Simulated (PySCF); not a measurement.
Computed with PySCF 2.14.0 with PBE0-D4/def2-TZVP. All species are isolated molecules in the gas phase. One relaxed conformer stands for a flexible species; it need not be the lowest. 

Reference species (SMILES): `[CH2]C` (neutral, multiplicity 2).

```
Property                          Value
-----------------------------  --------
highest occupied spin orbital  -5.93 eV
```

Changed species: `[CH2]SC` (radical fragment; the reference has radical fragment).

**Question.** Give the shifts of the highest occupied spin orbital.

**Answer.** the highest occupied spin orbital goes up by 1.02 eV, to -4.91 eV.
